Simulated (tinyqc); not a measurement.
UHF in the sto-3g basis, for NH3, spin multiplicity 1, step by step (part 2 of 3). Computed by tinyqc, a small Python program that keeps every step (integrals from PySCF). Command: `OMP_NUM_THREADS=1 python tinyqc.py 20520 20521 out.jsonl` (the two numbers bound the seeds that draw the settings). One thread of a shared host (Intel(R) Xeon(R) Processor @ 2.60GHz), about 0.2 s of CPU time with the checks.

Geometry (angstrom):
```
atom         x         y        z
N      0.00000   0.00000  0.29100
H      1.23800   0.00000  0.00000
H     -0.61900   1.07200  0.00000
H     -0.61900  -1.07200  0.00000
```

## Iteration 1: diagonalisation and new density

F(alpha) (hartree), lower triangle:
```
            1N 1s     1N 2s    1N 2px    1N 2py   1N 2pz     2H 1s     3H 1s    4H 1s
1N 1s   -13.45458
1N 2s    -3.51508  -1.06507
1N 2px   -0.00001  -0.00003   0.46123
1N 2py    0.00000   0.00000   0.00000   0.46123
1N 2pz    0.00570   0.08475   0.00003   0.00000  0.58697
2H 1s    -0.48725  -0.32969  -0.11838   0.00000  0.00694   0.04655
3H 1s    -0.48738  -0.32980   0.05918  -0.10250  0.00650  -0.08091   0.04667
4H 1s    -0.48738  -0.32980   0.05918   0.10250  0.00650  -0.08091  -0.08095  0.04667
```

F(beta) (hartree), lower triangle:
```
            1N 1s     1N 2s    1N 2px    1N 2py   1N 2pz     2H 1s     3H 1s    4H 1s
1N 1s   -13.45502
1N 2s    -3.51393  -1.05973
1N 2px    0.00000  -0.00002   0.46231
1N 2py    0.00000   0.00000   0.00000   0.46235
1N 2pz    0.00383   0.09028  -0.00003   0.00000  0.57790
2H 1s    -0.48728  -0.31774  -0.11635   0.00000  0.08126   0.04452
3H 1s    -0.48741  -0.31771   0.05816  -0.10072  0.08171  -0.08195   0.04461
4H 1s    -0.48741  -0.31771   0.05816   0.10072  0.08171  -0.08195  -0.08201  0.04461
```

X:
```
               1         2         3         4         5         6         7         8
1N 1s   -0.38036   0.00000  -0.00016   0.72463   0.60371   0.00000   0.00005   0.18627
1N 2s    1.12940   0.00000   0.00034  -0.10654   0.16101   0.00000   0.00008   0.48082
1N 2px  -0.00035   0.00000   0.90281   0.00001  -0.00001   0.00000   0.63933  -0.00007
1N 2py   0.00000   0.90281   0.00000   0.00000   0.00000   0.63935   0.00000   0.00000
1N 2pz  -0.21858   0.00000  -0.00005  -0.66887   0.72018   0.00000   0.00000  -0.09534
2H 1s   -0.52715   0.00000  -0.82693  -0.15785  -0.12970   0.00000   0.46547   0.31151
3H 1s   -0.52763  -0.71604   0.41322  -0.15781  -0.12966   0.40306  -0.23267   0.31160
4H 1s   -0.52763   0.71604   0.41322  -0.15781  -0.12966  -0.40306  -0.23267   0.31160
```

Diagonalise F' = X^T F X, C = X C', fill 5 alpha and 5 beta electrons from the bottom; D(s) = C_occ C_occ^T. Each column has its largest component positive (the first on a tie).

F' = X^T F X (alpha) (hartree), lower triangle:
```
          1        2        3         4         5        6         7         8
1   0.20256
2   0.00000  0.77184
3  -0.00035  0.00000  0.77170
4   1.41237  0.00000  0.00098  -5.96831
5   1.27737  0.00000  0.00042  -6.06886  -5.02497
6   0.00000  0.21182  0.00000   0.00000   0.00000  0.12435
7   0.00004  0.00000  0.21188  -0.00078  -0.00042  0.00000   0.12428
8   0.54856  0.00000  0.00031  -3.07256  -2.94198  0.00000  -0.00040  -1.84616
```

orbital energies (alpha) (hartree): MO1 -13.46557, MO2 -0.28660, MO3 0.06110, MO4 0.06122, MO5 0.51731, MO6 0.59798, MO7 0.83488, MO8 0.83497

coefficients C (alpha):
```
             MO1       MO2       MO3       MO4       MO5       MO6       MO7       MO8
1N 1s    0.99214  -0.20283   0.00004   0.00000  -0.20838  -0.00504   0.00010   0.00000
1N 2s    0.03405   0.67014  -0.00014   0.00000   1.04578  -0.01023  -0.00050   0.00000
1N 2px   0.00000   0.00004   0.35471   0.00000   0.00047   0.00132   1.04785   0.00000
1N 2py   0.00000   0.00000   0.00000   0.35482   0.00000   0.00000   0.00000   1.04783
1N 2pz  -0.00189  -0.05011  -0.00057   0.00000  -0.05884   1.00843  -0.00103   0.00000
2H 1s   -0.00573   0.25103   0.68230   0.00000  -0.59037   0.07466  -0.65912   0.00000
3H 1s   -0.00573   0.25102  -0.34109   0.59080  -0.59014   0.07513   0.32984  -0.57107
4H 1s   -0.00573   0.25102  -0.34109  -0.59080  -0.59014   0.07513   0.32984   0.57107
```

F' = X^T F X (beta) (hartree), lower triangle:
```
          1        2        3         4         5        6         7         8
1   0.21014
2   0.00000  0.76711
3  -0.00034  0.00000  0.76701
4   1.48891  0.00000  0.00054  -5.92175
5   1.19746  0.00000  0.00091  -6.07266  -5.07350
6   0.00000  0.21270  0.00000   0.00000   0.00000  0.12632
7   0.00006  0.00000  0.21275  -0.00047  -0.00075  0.00000   0.12622
8   0.55177  0.00000  0.00030  -3.12125  -2.88569  0.00000  -0.00038  -1.84901
```

orbital energies (beta) (hartree): MO1 -13.46593, MO2 -0.28368, MO3 0.06201, MO4 0.06214, MO5 0.41588, MO6 0.69961, MO7 0.83121, MO8 0.83129

coefficients C (beta):
```
             MO1       MO2       MO3       MO4       MO5       MO6       MO7       MO8
1N 1s    0.99217  -0.19865  -0.00005   0.00000  -0.19213   0.09028   0.00014   0.00000
1N 2s    0.03392   0.65307   0.00022   0.00000   0.92912  -0.50310  -0.00082   0.00000
1N 2px   0.00000   0.00003   0.35124   0.00000  -0.00046  -0.00221   1.04902   0.00000
1N 2py   0.00000   0.00000   0.00000   0.35131   0.00000   0.00000   0.00000   1.04901
1N 2pz  -0.00167  -0.12010   0.00061   0.00000   0.45555   0.89496   0.00190   0.00000
2H 1s   -0.00570   0.25417   0.68438   0.00000  -0.45884   0.37780  -0.65640   0.00000
3H 1s   -0.00570   0.25414  -0.34228   0.59271  -0.45863   0.37633   0.32917  -0.56909
4H 1s   -0.00570   0.25414  -0.34228  -0.59271  -0.45863   0.37633   0.32917   0.56909
```

D(alpha) after iteration 1, lower triangle:
```
           1N 1s     1N 2s    1N 2px    1N 2py   1N 2pz    2H 1s    3H 1s    4H 1s
1N 1s    1.06890
1N 2s   -0.32006   1.54391
1N 2px  -0.00009   0.00046   0.12582
1N 2py   0.00000   0.00000   0.00000   0.12590
1N 2pz   0.02055  -0.09518  -0.00023   0.00000  0.00598
2H 1s    0.06645  -0.44946   0.24175   0.00000  0.02177  0.87712
3H 1s    0.06636  -0.44909  -0.12125   0.20963  0.02235  0.17872  0.87670
4H 1s    0.06636  -0.44909  -0.12125  -0.20963  0.02235  0.17872  0.17860  0.87670
```

D(beta) after iteration 1, lower triangle:
```
           1N 1s     1N 2s    1N 2px    1N 2py    1N 2pz    2H 1s    3H 1s    4H 1s
1N 1s    1.06077
1N 2s   -0.27459   1.29091
1N 2px   0.00007  -0.00033   0.12337
1N 2py   0.00000   0.00000   0.00000   0.12342
1N 2pz  -0.06532   0.34477   0.00000   0.00000   0.22195
2H 1s    0.03199  -0.26037   0.24060   0.00000  -0.23913  0.74355
3H 1s    0.03200  -0.26042  -0.12000   0.20823  -0.23965  0.04082  0.74342
4H 1s    0.03200  -0.26042  -0.12000  -0.20823  -0.23965  0.04082  0.04081  0.74342
```

## Iteration 2: building the Fock matrix

core Hamiltonian H = T + V (hartree), lower triangle:
```
            1N 1s     1N 2s    1N 2px    1N 2py    1N 2pz     2H 1s     3H 1s     4H 1s
1N 1s   -25.44360
1N 2s    -5.85478  -7.49939
1N 2px    0.00000   0.00003  -6.18374
1N 2py    0.00000   0.00000   0.00000  -6.18375
1N 2pz    0.00689   0.08518  -0.00001   0.00000  -6.08568
2H 1s    -0.79828  -2.12801  -1.73255   0.00000   0.42388  -3.84236
3H 1s    -0.79850  -2.12844   0.86651  -1.50063   0.42399  -0.49865  -3.84264
4H 1s    -0.79850  -2.12844   0.86651   1.50063   0.42399  -0.49865  -0.49882  -3.84264
```

nuclear repulsion = 9.4791395 hartree

Given earlier and not repeated: Two-electron integrals (ij|kl) in chemists' order.

J_ij = sum D_kl (ij|kl) with D = D(alpha) + D(beta), K_ij = sum D_kl (ik|jl) for each spin; F = H + J - K(s); E = tr D H + tr D J / 2 - 0.5 sum_s tr D(s) K(s) + E_nn.

Coulomb J (hartree), lower triangle:
```
           1N 1s     1N 2s    1N 2px    1N 2py    1N 2pz    2H 1s    3H 1s    4H 1s
1N 1s   13.28646
1N 2s    2.41662   6.05602
1N 2px   0.00000   0.00002   6.08815
1N 2py   0.00000   0.00000   0.00000   6.08815
1N 2pz  -0.00143  -0.07305  -0.00002   0.00000   5.97006
2H 1s    0.32814   1.78904   1.61506   0.00000  -0.39491  4.13180
3H 1s    0.32823   1.78935  -0.80771   1.39882  -0.39499  0.42508  4.13177
4H 1s    0.32823   1.78935  -0.80771  -1.39882  -0.39499  0.42508  0.42522  4.13177
```

exchange K(alpha) (hartree), lower triangle:
```
           1N 1s     1N 2s    1N 2px    1N 2py    1N 2pz    2H 1s    3H 1s    4H 1s
1N 1s    4.23132
1N 2s    0.65501   0.91037
1N 2px   0.00000   0.00014   0.50016
1N 2py   0.00000   0.00000   0.00000   0.50026
1N 2pz  -0.00198  -0.06766  -0.00023   0.00000   0.22193
2H 1s    0.09237   0.31121   0.31797   0.00000  -0.06583  0.74706
3H 1s    0.09239   0.31128  -0.15903   0.27542  -0.06559  0.08225  0.74693
4H 1s    0.09239   0.31128  -0.15903  -0.27542  -0.06559  0.08225  0.08227  0.74693
```

exchange K(beta) (hartree), lower triangle:
```
           1N 1s     1N 2s    1N 2px    1N 2py    1N 2pz    2H 1s    3H 1s    4H 1s
1N 1s    4.22808
1N 2s    0.66397   0.93586
1N 2px   0.00000  -0.00013   0.50370
1N 2py   0.00000   0.00000   0.00000   0.50376
1N 2pz  -0.00268   0.10182   0.00008   0.00000   0.44019
2H 1s    0.09351   0.32297   0.31566   0.00000  -0.10287  0.70645
3H 1s    0.09354   0.32304  -0.15782   0.27337  -0.10304  0.07672  0.70636
4H 1s    0.09354   0.32304  -0.15782  -0.27337  -0.10304  0.07672  0.07673  0.70636
```

F(alpha) (hartree), lower triangle:
```
            1N 1s     1N 2s    1N 2px    1N 2py    1N 2pz     2H 1s     3H 1s     4H 1s
1N 1s   -16.38846
1N 2s    -4.09317  -2.35373
1N 2px    0.00001  -0.00008  -0.59575
1N 2py    0.00000   0.00000   0.00000  -0.59585
1N 2pz    0.00743   0.07979   0.00021   0.00000  -0.33755
2H 1s    -0.56251  -0.65019  -0.43546   0.00000   0.09481  -0.45761
3H 1s    -0.56266  -0.65037   0.21783  -0.37723   0.09459  -0.15582  -0.45779
4H 1s    -0.56266  -0.65037   0.21783   0.37723   0.09459  -0.15582  -0.15587  -0.45779
```

F(beta) (hartree), lower triangle:
```
            1N 1s     1N 2s    1N 2px    1N 2py    1N 2pz     2H 1s     3H 1s     4H 1s
1N 1s   -16.38522
1N 2s    -4.10213  -2.37923
1N 2px    0.00001   0.00018  -0.59929
1N 2py    0.00000   0.00000   0.00000  -0.59936
1N 2pz    0.00813  -0.08969  -0.00011   0.00000  -0.55581
2H 1s    -0.56366  -0.66195  -0.43315   0.00000   0.13184  -0.41700
3H 1s    -0.56381  -0.66212   0.21662  -0.37518   0.13204  -0.15029  -0.41722
4H 1s    -0.56381  -0.66212   0.21662   0.37518   0.13204  -0.15029  -0.15033  -0.41722
```

total energy of this density = -54.4077774 hartree

## Iteration 2: diagonalisation and new density

As before.

F' = X^T F X (alpha) (hartree), lower triangle:
```
          1         2         3         4         5         6         7         8
1  -0.84042
2   0.00000   0.18017
3  -0.00063   0.00000   0.18017
4   1.87717   0.00000   0.00099  -7.82407
5   1.55516   0.00000   0.00081  -6.90741  -6.72603
6   0.00000  -0.09881   0.00000   0.00000   0.00000  -0.73050
7  -0.00003   0.00000  -0.09882  -0.00092  -0.00053   0.00000  -0.73038
8   0.29480   0.00000   0.00021  -3.54425  -3.37834   0.00000  -0.00039  -2.87799
```

orbital energies (alpha) (hartree): MO1 -16.39305, MO2 -1.41726, MO3 -0.74110, MO4 -0.74098, MO5 -0.35523, MO6 -0.10297, MO7 0.19077, MO8 0.19077

coefficients C (alpha):
```
             MO1       MO2       MO3       MO4       MO5       MO6       MO7       MO8
1N 1s    0.99530  -0.25274   0.00000   0.00000  -0.05476  -0.10690   0.00000  -0.00007
1N 2s    0.02076   0.99473   0.00000   0.00005   0.30208   0.68033   0.00000   0.00044
1N 2px   0.00000   0.00012   0.00000   0.73198   0.00043   0.00000   0.00000  -0.82947
1N 2py   0.00000   0.00000   0.73198   0.00000   0.00000   0.00000   0.82948   0.00000
1N 2pz  -0.00133  -0.07053   0.00000  -0.00057   0.90185  -0.45233   0.00000  -0.00007
2H 1s   -0.00346   0.02772   0.00000   0.37445  -0.19743  -0.61464   0.00000   0.87142
3H 1s   -0.00346   0.02777   0.32440  -0.18743  -0.19751  -0.61398  -0.75494  -0.43612
4H 1s   -0.00346   0.02777  -0.32440  -0.18743  -0.19751  -0.61398   0.75494  -0.43612
```

F' = X^T F X (beta) (hartree), lower triangle:
```
          1         2         3         4         5         6         7         8
1  -0.68184
2   0.00000   0.20795
3  -0.00027   0.00000   0.20797
4   2.02556   0.00000   0.00099  -7.91666
5   1.42674   0.00000   0.00087  -6.76833  -6.89543
6   0.00000  -0.12143   0.00000   0.00000   0.00000  -0.71845
7   0.00029   0.00000  -0.12148  -0.00066  -0.00079   0.00000  -0.71834
8   0.28180   0.00000   0.00028  -3.53281  -3.40376   0.00000  -0.00029  -2.87443
```

orbital energies (beta) (hartree): MO1 -16.39018, MO2 -1.44340, MO3 -0.73410, MO4 -0.73401, MO5 -0.63628, MO6 0.10151, MO7 0.22361, MO8 0.22364

coefficients C (beta):
```
             MO1       MO2       MO3       MO4       MO5       MO6       MO7       MO8
1N 1s    0.99510  -0.25309   0.00000  -0.00006  -0.01815  -0.11963   0.00000   0.00006
1N 2s    0.02159   0.99407   0.00000   0.00031   0.16733   0.72621   0.00000  -0.00033
1N 2px   0.00000  -0.00020   0.00000   0.74956  -0.00107  -0.00029   0.00000  -0.81362
1N 2py   0.00000   0.00000   0.74953   0.00000   0.00000   0.00000   0.81366   0.00000
1N 2pz  -0.00117   0.10102   0.00000   0.00121   0.88093  -0.48649   0.00000   0.00008
2H 1s   -0.00358   0.02693   0.00000   0.35567  -0.22621  -0.60390   0.00000   0.87979
3H 1s   -0.00358   0.02696   0.30821  -0.17811  -0.22571  -0.60461  -0.76169  -0.43947
4H 1s   -0.00358   0.02696  -0.30821  -0.17811  -0.22571  -0.60461   0.76169  -0.43947
```

D(alpha) after iteration 2, lower triangle:
```
           1N 1s     1N 2s    1N 2px    1N 2py    1N 2pz     2H 1s     3H 1s    4H 1s
1N 1s    1.05749
1N 2s   -0.24728   1.08116
1N 2px  -0.00005   0.00029   0.53580
1N 2py   0.00000   0.00000   0.00000   0.53580
1N 2pz  -0.03288   0.20224  -0.00004   0.00000   0.81832
2H 1s    0.00036  -0.03212   0.27401   0.00000  -0.18022   0.17997
3H 1s    0.00035  -0.03212  -0.13727   0.23746  -0.17998  -0.03041   0.18016
4H 1s    0.00035  -0.03212  -0.13727  -0.23746  -0.17998  -0.03041  -0.03031  0.18016
```

D(beta) after iteration 2, lower triangle:
```
           1N 1s     1N 2s    1N 2px    1N 2py    1N 2pz     2H 1s     3H 1s    4H 1s
1N 1s    1.05461
1N 2s   -0.23314   1.01663
1N 2px   0.00003  -0.00014   0.56184
1N 2py   0.00000   0.00000   0.00000   0.56179
1N 2pz  -0.04272   0.24780  -0.00005   0.00000   0.78625
2H 1s   -0.00629  -0.01104   0.26683   0.00000  -0.19612   0.17841
3H 1s   -0.00628  -0.01110  -0.13327   0.23101  -0.19632  -0.01155   0.17840
4H 1s   -0.00628  -0.01110  -0.13327  -0.23101  -0.19632  -0.01155  -0.01159  0.17840
```

## Iteration 12 (converged): orbitals

converged F(alpha) (hartree), lower triangle:
```
            1N 1s     1N 2s    1N 2px    1N 2py    1N 2pz     2H 1s     3H 1s     4H 1s
1N 1s   -15.28717
1N 2s    -3.88515  -1.81400
1N 2px    0.00000   0.00002  -0.14901
1N 2py    0.00000   0.00000   0.00000  -0.14903
1N 2pz    0.01795   0.02963  -0.00001   0.00000  -0.26446
2H 1s    -0.53548  -0.57816  -0.37672   0.00000   0.11709  -0.30198
3H 1s    -0.53563  -0.57826   0.18839  -0.32627   0.11710  -0.11976  -0.30205
4H 1s    -0.53563  -0.57826   0.18839   0.32627   0.11710  -0.11976  -0.11980  -0.30205
```

converged F(beta) (hartree), lower triangle:
```
            1N 1s     1N 2s    1N 2px    1N 2py    1N 2pz     2H 1s     3H 1s     4H 1s
1N 1s   -15.28718
1N 2s    -3.88516  -1.81405
1N 2px    0.00000   0.00002  -0.14908
1N 2py    0.00000   0.00000   0.00000  -0.14910
1N 2pz    0.01795   0.02971  -0.00001   0.00000  -0.26457
2H 1s    -0.53548  -0.57816  -0.37672   0.00000   0.11707  -0.30191
3H 1s    -0.53563  -0.57827   0.18839  -0.32627   0.11709  -0.11975  -0.30198
4H 1s    -0.53563  -0.57827   0.18839   0.32627   0.11709  -0.11975  -0.11980  -0.30198
```

As before.

F' = X^T F X (alpha) (hartree), lower triangle:
```
          1        2        3         4         5         6         7         8
1  -0.16079
2   0.00000  0.53531
3  -0.00036  0.00000  0.53528
4   1.76623  0.00000  0.00092  -7.23647
5   1.42594  0.00000  0.00076  -6.45440  -6.25759
6   0.00000  0.08046  0.00000   0.00000   0.00000  -0.45645
7   0.00008  0.00000  0.08045  -0.00070  -0.00065   0.00000  -0.45644
8   0.41788  0.00000  0.00028  -3.39094  -3.16792   0.00000  -0.00037  -2.53629
```

orbital energies (alpha) (hartree): MO1 -15.29415, MO2 -0.94924, MO3 -0.46293, MO4 -0.46292, MO5 -0.29871, MO6 0.35096, MO7 0.54177, MO8 0.54180

coefficients C (alpha):
```
             MO1       MO2       MO3       MO4       MO5       MO6       MO7       MO8
1N 1s    0.99407  -0.22679   0.00000  -0.00002  -0.06264  -0.15933   0.00005   0.00000
1N 2s    0.02596   0.82237   0.00000   0.00008   0.30919   0.87833  -0.00030   0.00000
1N 2px   0.00000  -0.00003   0.00000   0.56474  -0.00003   0.00022   0.95125   0.00000
1N 2py   0.00000   0.00000   0.56475   0.00000   0.00000   0.00000   0.00000   0.95126
1N 2pz  -0.00216  -0.05930   0.00000   0.00004   0.93043  -0.39205   0.00011   0.00000
2H 1s   -0.00430   0.15770   0.00000   0.53034  -0.14191  -0.61011  -0.78652   0.00000
3H 1s   -0.00430   0.15773   0.45928  -0.26516  -0.14186  -0.60982   0.39354  -0.68134
4H 1s   -0.00430   0.15773  -0.45928  -0.26516  -0.14186  -0.60982   0.39354   0.68134
```

F' = X^T F X (beta) (hartree), lower triangle:
```
          1        2        3         4         5         6         7         8
1  -0.16080
2   0.00000  0.53533
3  -0.00036  0.00000  0.53530
4   1.76616  0.00000  0.00092  -7.23652
5   1.42604  0.00000  0.00076  -6.45436  -6.25762
6   0.00000  0.08038  0.00000   0.00000   0.00000  -0.45646
7   0.00008  0.00000  0.08037  -0.00070  -0.00065   0.00000  -0.45645
8   0.41779  0.00000  0.00028  -3.39097  -3.16792   0.00000  -0.00037  -2.53629
```

orbital energies (beta) (hartree): MO1 -15.29416, MO2 -0.94928, MO3 -0.46293, MO4 -0.46292, MO5 -0.29874, MO6 0.35095, MO7 0.54177, MO8 0.54180

coefficients C (beta):
```
             MO1       MO2       MO3       MO4       MO5       MO6       MO7       MO8
1N 1s    0.99407  -0.22680   0.00000  -0.00002  -0.06262  -0.15932   0.00005   0.00000
1N 2s    0.02596   0.82240   0.00000   0.00008   0.30906   0.87834  -0.00030   0.00000
1N 2px   0.00000  -0.00003   0.00000   0.56482  -0.00003   0.00022   0.95121   0.00000
1N 2py   0.00000   0.00000   0.56483   0.00000   0.00000   0.00000   0.00000   0.95121
1N 2pz  -0.00216  -0.05937   0.00000   0.00004   0.93050  -0.39186   0.00011   0.00000
2H 1s   -0.00430   0.15767   0.00000   0.53028  -0.14178  -0.61015  -0.78656   0.00000
3H 1s   -0.00430   0.15770   0.45923  -0.26513  -0.14173  -0.60986   0.39356  -0.68138
4H 1s   -0.00430   0.15770  -0.45923  -0.26513  -0.14173  -0.60986   0.39356   0.68138
```

D(alpha) after iteration 12, lower triangle:
```
           1N 1s    1N 2s    1N 2px    1N 2py    1N 2pz     2H 1s     3H 1s    4H 1s
1N 1s    1.04354
1N 2s   -0.18007  0.77256
1N 2px   0.00000  0.00002   0.31894
1N 2py   0.00000  0.00000   0.00000   0.31895
1N 2pz  -0.04699  0.23886   0.00000   0.00000   0.86922
2H 1s   -0.03116  0.08574   0.29951   0.00000  -0.14136   0.32629
3H 1s   -0.03116  0.08572  -0.14975   0.25938  -0.14135  -0.09560   0.32628
4H 1s   -0.03116  0.08572  -0.14975  -0.25938  -0.14135  -0.09560  -0.09560  0.32628
```

D(beta) after iteration 12, lower triangle:
```
           1N 1s    1N 2s    1N 2px    1N 2py    1N 2pz     2H 1s     3H 1s    4H 1s
1N 1s    1.04354
1N 2s   -0.18007  0.77254
1N 2px   0.00000  0.00002   0.31902
1N 2py   0.00000  0.00000   0.00000   0.31903
1N 2pz  -0.04696  0.23869   0.00000   0.00000   0.86937
2H 1s   -0.03117  0.08578   0.29951   0.00000  -0.14126   0.32617
3H 1s   -0.03117  0.08576  -0.14975   0.25939  -0.14125  -0.09562   0.32616
4H 1s   -0.03117  0.08576  -0.14975  -0.25939  -0.14125  -0.09562  -0.09562  0.32616
```

Within a degenerate level the vectors are fixed only up to a rotation; this is one choice.
